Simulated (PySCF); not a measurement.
A species of formula C4H5NS has this rotational fingerprint, computed with CAM-B3LYP/def2-SVPD in PySCF (dipole) on a GFN2-xTB geometry, gas phase:

```
Rotational constants : A = 5316, B = 3320, C = 2070 MHz
Dipole components    : |μa| = 0.13 D, |μb| = 1.20 D, |μc| = 0.00 D
Inertial defect      : -3.13 u·Å²
κ                    : -0.23
```

Task: Which structure is it? (One computed conformer of each.)
A. 2-methylthiazole, `CC1=NC=CS1`
B. 4-methylisothiazole, `CC1=CSN=C1`

Result: A. It is Cc1nccs1, an asymmetric top, point group Cs. The candidates at the same level (rigid rotor, commonest isotopes):

```tsv
SMILES	A (MHz)	B (MHz)	C (MHz)	μa (D)	μb (D)	μc (D)	Δ (u·Å²)	point group	rotor
Cc1nccs1	5316	3320	2070	0.13	1.20	0.00	-3.13	Cs	asymmetric top
Cc1cnsc1	7543	2526	1915	2.37	1.54	0.01	-3.13	near Cs	asymmetric top
```

`Cc1cnsc1` has A 42 % too high. In the right answer the mirror of this Cs structure is the ab plane, so μc vanishes by symmetry. No structure here is proved a minimum.
